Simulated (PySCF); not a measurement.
# C6H6: the cost of one run

Computed with PySCF 2.14.0. Level: levels as typed in each script, gas phase, geometry from GFN2-xTB.

**1. Starting geometry**

12 atoms, charge 0, spin multiplicity 1.

Bond lengths: C1–C2 1.385 Å, C1–C6 1.385 Å, C1–H7 1.080 Å, C2–C3 1.385 Å, C2–H8 1.080 Å, C3–C4 1.385 Å, C3–H9 1.080 Å, C4–C5 1.385 Å, C4–H10 1.080 Å, C5–C6 1.385 Å, C5–H11 1.080 Å, C6–H12 1.080 Å. Angles: C2–C1–C6 120.0°, C2–C1–H7 120.0°, C6–C1–H7 120.0°, C1–C2–C3 120.0°, C1–C2–H8 120.0°, C3–C2–H8 120.0°, C2–C3–C4 120.0°, C2–C3–H9 120.0°, C4–C3–H9 120.0°, C3–C4–C5 120.0°, C3–C4–H10 120.0°, C5–C4–H10 120.0°, C4–C5–C6 120.0°, C4–C5–H11 120.0°, C6–C5–H11 120.0°, C1–C6–C5 120.0°, C1–C6–H12 120.0°, C5–C6–H12 120.0°.

Geometry (Å):

```mol
C6H6
  3D, bonds by distance, orders not assigned

 12 12  0  0  0  0  0  0  0  0999 V2000
    1.3374    0.3584    0.0000 C   0  0
    0.3583    1.3374    0.0000 C   0  0
   -0.9791    0.9790    0.0000 C   0  0
   -1.3374   -0.3584    0.0000 C   0  0
   -0.3583   -1.3374    0.0000 C   0  0
    0.9791   -0.9790    0.0000 C   0  0
    2.3811    0.6381    0.0000 H   0  0
    0.6379    2.3811    0.0000 H   0  0
   -1.7431    1.7430    0.0000 H   0  0
   -2.3811   -0.6381    0.0000 H   0  0
   -0.6380   -2.3811    0.0000 H   0  0
    1.7432   -1.7430    0.0000 H   0  0
  1  2  8  0
  2  3  8  0
  3  4  8  0
  4  5  8  0
  5  6  8  0
  1  7  8  0
  2  8  8  0
  3  9  8  0
  4 10  8  0
  5 11  8  0
  6 12  8  0
  1  6  8  0
M  END
```

**2. The π active space (6-311g**)**

The input, input.py:

```python
import numpy as np
from pyscf import gto, scf, dft, mcscf, mrpt
from pyscf.mcscf import avas

def solve(mol, dm0=None, hcore=None):
    mf = scf.ROHF(mol) if mol.spin else scf.RHF(mol)
    mf = mf.density_fit(auxbasis='def2-universal-jkfit')
    mf.conv_tol, mf.max_cycle = 1e-8, 80
    if hcore is not None:
        mf.get_hcore = lambda *args: hcore
    mf.kernel(dm0)
    if not mf.converged:
        mf = mf.newton().run(mf.mo_coeff, mf.mo_occ, max_cycle=30)
    assert mf.converged, 'SCF not converged'
    return mf

mol = gto.M(atom='''
C      1.33740     0.35839     0.00000
C      0.35832     1.33742     0.00000
C     -0.97909     0.97902     0.00000
C     -1.33741    -0.35840     0.00000
C     -0.35833    -1.33743     0.00000
C      0.97911    -0.97900     0.00000
H      2.38105     0.63806     0.00000
H      0.63794     2.38108     0.00000
H     -1.74312     1.74301     0.00000
H     -2.38106    -0.63807     0.00000
H     -0.63795    -2.38109     0.00000
H      1.74317    -1.74296     0.00000
''', basis='6-311g**', charge=0, spin=0, verbose=4)
mf = solve(mol)
ncas, nel, orbs = avas.avas(mf, ['C 2pz'], threshold=0.5, openshell_option=3)
print('active space', nel, ncas)
assert 2 <= ncas <= 10, 'active space too large or empty'
mc = mcscf.CASSCF(mf, ncas, nel)
mc.natorb, mc.max_cycle_macro = True, 60
mc.fix_spin_(ss=mol.spin / 2 * (mol.spin / 2 + 1))
mc.kernel(orbs)
occ = mc.mo_occ[mc.ncore:mc.ncore + ncas]
print('natural occupations', occ.round(4))
e2 = mrpt.NEVPT(mc).kernel()
out = dict(c=mc.mo_coeff[:, mc.ncore:mc.ncore + ncas], occ=occ, e=mc.e_tot, e2=e2, ehf=mf.e_tot, ok=mc.converged, nel=nel, w0=abs(mc.ci).max() ** 2, dm=mc.make_rdm1())
# the other spin state at the same geometry
other = mol.copy().set(spin=2).build()
mo = scf.ROHF(other).density_fit(auxbasis='def2-universal-jkfit').run()
na = (nel + other.spin) // 2
m2 = mcscf.CASSCF(mo, ncas, (na, nel - na))
m2.natorb = True
m2.fix_spin_(ss=other.spin / 2 * (other.spin / 2 + 1))
m2.kernel(mc.mo_coeff)
e2o = mrpt.NEVPT(m2).kernel()
print('other state above this one / eV: CASSCF', (m2.e_tot - mc.e_tot) * 27.211386, 'NEVPT2', (m2.e_tot + e2o - mc.e_tot - e2) * 27.211386)
np.savez('result.npz', eo=m2.e_tot, e2o=e2o, oko=m2.converged, occo=m2.mo_occ[mc.ncore:mc.ncore + ncas], co=m2.mo_coeff[:, mc.ncore:mc.ncore + ncas], **out)
```

Launch:

```bash
> OMP_NUM_THREADS=1 python input.py
```

**Question.** How long does this run take on 1 thread of Intel Xeon Platinum 8375C at 2.90GHz (Ice Lake), shared host, and how much memory does it need?

About 54 s, with a peak of 0.4 GiB.
